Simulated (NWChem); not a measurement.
## Atomisation of chloromethane (CH$_{3}$Cl)

SMILES: CCl
```xyz
5

C     -0.0568    -1.1279     0.0000
Cl     0.0333     0.6610     0.0000
H     -0.5967    -1.4635     0.9046
H     -0.5967    -1.4635    -0.9046
H      0.9682    -1.5423     0.0000
```
Charge 0, spin multiplicity 1.

The numbers come from NWChem runs, not from measurements. Structure: optimised with PBE/def2-SVP, a minimum by its harmonic frequencies.

Basis set: def2-TZVP. The atomisation energy is electronic alone: no zero-point, thermal, spin-orbit or counterpoise terms. No value is extrapolated to the basis-set limit. Free atoms are single determinants with multiplicities C 3, Cl 2, H 2. Correlated methods freeze the same cores in atoms and molecule, 6 orbitals in all.

The stability of the SCF solutions was not checked. Open-shell Hartree-Fock references start from PBE0 orbitals. Coupled-cluster values serve here as a point of comparison, not as the truth.

**Question.** Order these methods by the atomisation energy they give, lowest first: PBE, BHandHLYP, TPSS, CCSD(T), r2SCAN.

**Answer.** CCSD(T) (380.3 kcal/mol), BHandHLYP (382.3 kcal/mol), r2SCAN (394.3 kcal/mol), TPSS (398.3 kcal/mol), PBE (399.3 kcal/mol)
